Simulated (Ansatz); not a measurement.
O2, SMILES O=O (connectivity only; charge and spin as stated), charge +1, multiplicity 2.

Geometry optimised at B3LYP-D3(BJ)/def2-TZVPD.

Two levels are set side by side: PBE/def2-TZVPD (Ansatz, a first-principles code) and PBE0/def2-TZVPD (Ansatz). Energy differences of separate SCF runs at the same geometry; the states with an electron removed or added have multiplicity 1 and 3. Differences are taken from unrounded values.

| quantity | PBE |
|---|---|
| vertical ionisation energy (eV) | 24.47 |
| vertical electron affinity (eV) | 11.65 |

Problem. These are the PBE values. What does PBE0 give? (The exact figures need the calculation; the answer reports its results.)

Solution. 
```tsv
quantity	PBE0	PBE minus PBE0
vertical ionisation energy (eV)	24.94	-0.47
vertical electron affinity (eV)	11.99	-0.34
```
